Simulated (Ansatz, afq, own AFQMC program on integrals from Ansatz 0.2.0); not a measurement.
# SiNH2, quartet, reference energies and how methods fare

```yaml
atoms:
  - { symbol: Si, position_ang: [0.0000, 0.0000, 0.5558] }
  - { symbol: N, position_ang: [0.0000, 0.0000, -1.2927] }
  - { symbol: H, position_ang: [0.0000, 1.3020, 1.2391] }
  - { symbol: H, position_ang: [0.0000, -1.3020, 1.2391] }
```

Geometry: a PBE0/def2-TZVP stationary point, not shown to be a minimum. Basis cc-pVDZ. Only valence electrons are correlated. Ansatz 0.2.0 and our own AFQMC program on the same integrals; the CISD trial comes from CCSD amplitudes, and released means the phaseless constraint is let go. ± is one standard error of the sampling.

Best estimates are CCSD(T) at the basis-set limit (def2-TZVPP/QZVPP) plus the step from CCSD(T) to the highest rung at hand in cc-pVDZ, named in the table (released AFQMC can keep some 10 meV of bias). No zero-point, core-correlation or spin–orbit terms. Other levels are in cc-pVDZ, the functionals in def2-TZVP; a dash marks a level that is missing or breaks spin symmetry for a member.

Cautions: SiNH₂ (quartet): another spin lies lower, its ph-AFQMC/CISD value lies 25 ± 10 meV above CCSDT(Q); SiNH₂⁺ (triplet): lower spins were not checked; row 1: this needn't be the first ionization.

```csv
process,best estimate (kcal/mol),highest rung
"to charge +1, triplet (vertical)",173.8,CCSDT(Q)
to free atoms,182.7,CCSDT(Q)
```

Errors against the best estimates in kcal/mol, the processes numbered in the order above:

| level | error, 1 | error, 2 |
| --- | --- | --- |
| MP2 | -7.7 | -34.0 |
| CCSD(T) | -6.6 | -29.6 |
| ph-AFQMC/CISD | -7.1 ± 0.4 | -29.5 ± 0.2 |
| CCSD(T)/CBS | 0.0 | -0.6 |
| PBE | 0.8 | 6.9 |
| r2SCAN | 4.5 | 5.8 |
| PBE0 | 2.2 | 1.9 |
| B3LYP | 0.2 | 4.1 |
| wB97M-V | -4.3 | 1.2 |
| B2PLYP | -2.9 | -2.5 |

Cost at the first geometry: PBE0/cc-pVDZ, 0.9 s on 1 thread of Arm Neoverse V2 (shared host); UCCSD(T)/cc-pVDZ, 1.2 s on 1 thread of Arm Neoverse V2, with other jobs on the host; CCSDT(Q), 12 s on 1 thread of Arm Neoverse V2, with other jobs on the host; ph-AFQMC/CISD with release, 3.4 min on 1 thread of Arm Neoverse V2 (shared host).

Best estimates are given only where the step beyond CCSD(T) is under 0.3 eV and no member's determinant is very poor (T1 over 0.05, or 0.07 for open shells, ⟨S²⟩ too high by 0.3, two states mixed), so the hardest cases are missing from such tables.

The functionals ran in a triple-zeta set and keep a basis error of their own, a few kJ/mol for each bond in atomization energies and more for double hybrids, so close places among them and the extrapolated levels can swap.

CCSDT and higher add their correlation energy to the determinant of the CCSD(T) run, since their own runs factorise the integrals more tightly (a shift of under 2 meV). Each member of a difference takes its own highest rung, so a best estimate needn't equal the limit plus the step of one row. A walk keeps the symmetry of its determinant, which the program's search chose and which needn't be the lowest solution, so a lower state of the same spin and another symmetry isn't excluded.
